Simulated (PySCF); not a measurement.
How the method moves the HOMO and LUMO of `F[C@@H]1C[C@H]1F`

Compound: C3H4F2.
Z-matrix (Å and degrees, PBE0-D3(BJ)/def2-SVP geometry), rows numbered from 1:
```
F 
C   1  1.3532
C   2  1.4967  1  118.80
C   2  1.4808  1  118.50  3   -69.96
F   4  1.3529  2  118.44  3   108.76
H   2  1.0954  1  113.24  3   145.79
H   3  1.0931  2  118.01  4   106.48
H   3  1.0931  2  117.08  4  -107.92
H   4  1.0954  2  117.91  3  -108.50
```

Basis pcSseg-2 throughout (PySCF), one geometry. Geometry: PBE0-D3(BJ)/def2-SVP; no solvent, vibrations or thermal averaging.

Question: How do the orbital energies, the gap and the dipole change with the method?

Answer: 
```csv
method,kind,HOMO (eV),LUMO (eV),gap (eV),μ (D),SCF cycles
BLYP,GGA,-6.69,-0.07,6.62,1.09,13
OPBE,GGA,-6.69,-0.10,6.60,1.05,14
PBE,GGA,-6.76,-0.11,6.65,1.08,13
B97-D,GGA,-6.77,0.01,6.79,1.09,13
KT2,GGA,-6.85,-0.05,6.80,1.09,14
BP86,GGA,-6.86,-0.05,6.81,1.09,13
KT3,GGA,-6.89,-0.23,6.66,1.08,13
LDA,LDA,-6.94,-0.25,6.69,1.13,13
B97-2,global hybrid,-8.02,0.75,8.77,1.14,12
B3LYP,global hybrid,-8.09,0.45,8.54,1.15,12
PBE0,global hybrid,-8.30,0.76,9.06,1.15,12
mPW1PW91,global hybrid,-8.34,0.71,9.05,1.15,12
BHandHLYP,global hybrid,-9.77,1.37,11.15,1.22,12
CAM-B3LYP,range-separated hybrid,-9.79,1.50,11.29,1.19,13
wB97X-D,range-separated hybrid,-10.20,2.51,12.71,1.15,12
LC-wPBE,range-separated hybrid,-11.10,2.61,13.71,1.19,12
HF,Hartree–Fock,-11.92,3.00,14.92,1.26,10
```

The HOMO spans 5.23 eV, from BLYP down to HF, and the gap runs from 6.60 eV (OPBE) to 14.92 eV (HF). Over the methods BLYP (0 %), OPBE (0 %), PBE (0 %), B97-D (0 %), KT2 (0 %), BP86 (0 %), KT3 (0 %), LDA (0 %), B97-2 (21 %), B3LYP (20 %), PBE0 (25 %), mPW1PW91 (25 %), BHandHLYP (50 %), HF (100 %), a straight line through the gap against the share of exact exchange rises by 0.84 eV for each 10 % (correlation coefficient 0.998). The dipole ranges from 1.05 D (OPBE) to 1.26 D (HF). This basis has no diffuse functions.

The vertical ΔSCF ionisation energy at CAM-B3LYP/def2-SVPD is 11.02 eV; −ε(HOMO) comes closest to it with LC-wPBE (11.10 eV).
